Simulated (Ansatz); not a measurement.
# Energy profile

The step: SiH₃F ([F][SiH3]) + SiH₄ → Si₂H₆ ([SiH3][SiH3]) + HF; bonds formed: Si1–Si7, F2–H6; bonds broken: Si1–F2, H6–Si7 (atoms numbered as in the saddle structure below).

```xyz
10
angstrom
Si -0.8561 0.4213 -0.7622
F 0.4231 1.8904 -0.5807
H -0.6034 0.4071 -2.2174
H -1.9170 1.3003 -0.2298
H -1.3872 -0.9644 -0.4918
H 0.6694 0.9015 0.0373
Si 0.7779 -0.7280 0.8499
H -0.2152 -1.0472 1.9033
H 1.0639 -1.9061 -0.0035
H 2.0446 -0.2749 1.4948
```

Electronic energies by CCSD(T) at an estimated basis limit (MP2 extrapolated from triple and quadruple zeta, plus CCSD(T) − MP2 in triple zeta), on PBE0-D4/def2-TZVP structures; Si₂H₇F, singlet; no counterpoise correction. Ansatz 0.2.0; basis: def2-TZVPP and def2-QZVPP; cores frozen in the correlated methods. Extrapolation: Hartree–Fock as exp(−7.88 √X), correlation as X^−2.97.

**Question.** Give the profile in eV, counted from the separated reactants. (Judge from chemistry; the value comes from the calculation.)

**Answer.** By the calculation:
```json
{"point": "separated: SiH₃F (linked as [F][SiH3]; Si1, F2, H3, H4, H5; singlet) + SiH₄ (H6, Si7, H8, H9, H10; singlet)", "eV": "0.000"}
{"point": "start structure", "eV": "-0.030"}
{"point": "saddle", "eV": "2.961"}
{"point": "end structure", "eV": "1.214"}
{"point": "separated: Si₂H₆ (linked as [SiH3][SiH3]; Si1, H3, H4, H5, Si7, H8, H9, H10; singlet) + HF (F2, H6; singlet)", "eV": "1.285"}
```

No T1 diagnostic of these runs exceeds 0.015. The start structure is not quite a true minimum (one mode of 38i cm⁻¹).

For scale, one of the runs: CCSD(T)/def2-TZVPP, 213 basis functions, launched by `ansatz run in.yaml --threads 4 --pin off --events-out ev --progress --plain --max-ram 9574MiB`. Hardware: 4 CPU threads of a Oxide Virtual Turin-like, shared host. Wall time 17 s; peak host memory 2.8 GiB.
